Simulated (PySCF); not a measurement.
**F₂: geometry, coupled-cluster ionisations and excitations**

Wanted: the coupled-cluster ionisations and excitations of F₂ (`FF`), by calculation.

The runs use PySCF 2.14.0, with density-fitted response routines of our own; the level of theory stands in each step. All values are computed, except where a source is named. Atoms count from 0, in the outputs and in this text.

## Step 1: The starting structure

2 atoms, charge 0, multiplicity 1; geometry from: GFN2-xTB.

Bonds of the start (Å): F0–F1 1.40.

## Step 2: Optimising the geometry at PBE0-D3(BJ)/def2-TZVP

Job settings and geometry (Å):

```
{"job": {"xc": "PBE0", "basis": "def2-TZVP", "d3": "d3bj", "grid": 2, "kind": "geom"}, "charge": 0, "multiplicity": 1}
F      0.000000     0.000000     0.000000
F      0.000000     0.000000     1.403420
```

**Question.** This job is followed by: EOM-CCSD/cc-pVTZ, vertical, frozen core, gas phase. What will the session give for the following? point group; rotational constants (main isotopes); correlation energy, MP2 and CCSD; T1 diagnostic; first ionisation (EOM-IP-CCSD).

The runs gave:

| quantity | value |
| --- | --- |
| point group | D∞h |
| rotational constants (main isotopes) | 28.11, 28.11 GHz |
| correlation energy, MP2 and CCSD | -14.10, -14.21 eV |
| T1 diagnostic | 0.0099 |
| first ionisation (EOM-IP-CCSD) | 15.37 eV |

Over 4 steps the energy fell by 0.015 eV; of the close pairs, F0–F1 changed most, 1.403 to 1.376 Å. MP2 recovers 99 % of the CCSD correlation energy. For the hole of the first ionisation, Koopmans' theorem lies 2.51 eV above EOM-IP-CCSD.
